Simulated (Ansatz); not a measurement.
# Telling isomers of CH3NSi apart by their spectra

These gas-phase data were calculated for one isomer of CH3NSi at B3LYP-D4/def2-TZVP (harmonic, unscaled wavenumbers; equilibrium rotational constants with average atomic masses):

| Item | Value |
| --- | --- |
| rotational constants | 84.6, 4.968, 4.968 GHz |
| all wavenumbers above 1500 cm⁻¹ | 2315, 2278, 2278, 2266 |

Candidates:

(1) `[C-]#[N+][SiH3]`, a singlet
(2) `CN=[Si]`, a singlet
(3) `N#C[SiH3]`, a singlet

Task: Which structure fits? Where the bands don't settle it, estimate the moments of inertia from typical bond lengths.

Result: Candidate (3). The band at 2315 cm⁻¹ lies where the Si–H stretch is expected; (2) has no mode between 2000 and 2380 cm⁻¹. The rotational constants decide the rest: (1) would give 84.78, 5.668, 5.668 GHz.

The same quantities for all candidates:

|  | rotational constants (GHz) | wavenumbers above 1500 cm⁻¹ | E above the lowest, B3LYP-D4/def2-TZVP (kcal/mol) |
| --- | --- | --- | --- |
| (1) | 84.78, 5.668, 5.668 | 2278, 2278, 2270, 2171 | 3.2 |
| (2) | 160.6, 5.286, 5.286 | 3041, 3041, 2993, 1512 | 1.9 |
| (3) | 84.6, 4.968, 4.968 | 2315, 2278, 2278, 2266 | 0.0 |

Programs: Ansatz 0.2.0.
